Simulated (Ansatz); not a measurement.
**OH, doublet: reading a ladder of total energies**

Geometry: a point of a stretch scan, not a stationary point.

```xyz
2

O     0.0000    0.0000    0.0000
H     0.0000    0.0000    0.8840
```

Basis cc-pVDZ; Ansatz 0.2.0. Correlated methods freeze the noble-gas cores, which leaves 7 electrons in 18 orbitals. Prefix R: restricted or restricted open-shell reference; prefix U: unrestricted.

Full CI is exact within this basis and frozen core; it isn't the basis-set limit. The frozen core follows each run's orbitals, which can shift R against U totals by a few meV.

Runs differ by some tens of microhartree through their thresholds and, for an open shell, their frozen cores, so steps under 0.1 kcal/mol mean nothing.

| level | total energy (hartree) |
| --- | --- |
| UHF | -75.387299 |
| UMP2 | -75.533389 |
| UCCSD | -75.547660 |
| UCCSD(T) | -75.549228 |
| UCCSDT | -75.549396 |
| UCCSDT(Q) | -75.549610 |
| UCCSDTQ | -75.549619 |
| full CI | -75.549593 |

Question: What is the correlation energy at full CI, and what share of it do UMP2 and UCCSD(T) recover?

Answer: E(corr) = -75.549593 − (-75.387299) = -0.162294 hartree = -4.416 eV. UMP2: -0.146090 / -0.162294 = 90.02 %. UCCSD(T): -0.161929 / -0.162294 = 99.78 %.

Question: By how many kcal/mol does UCCSD(T) miss full CI (1 hartree = 627.509 kcal/mol), and which steps make up the rest?

Answer: -75.549228 − (-75.549593) = 0.000365 hartree = 0.23 kcal/mol. Steps: UCCSDT − UCCSD(T) = -0.11, UCCSDT(Q) − UCCSDT = -0.13, UCCSDTQ − UCCSDT(Q) = -0.01, full CI − UCCSDTQ = 0.02 kcal/mol. That is within 1 kcal/mol of the reference in this basis, which itself misses far more of the correlation at the basis-set limit.
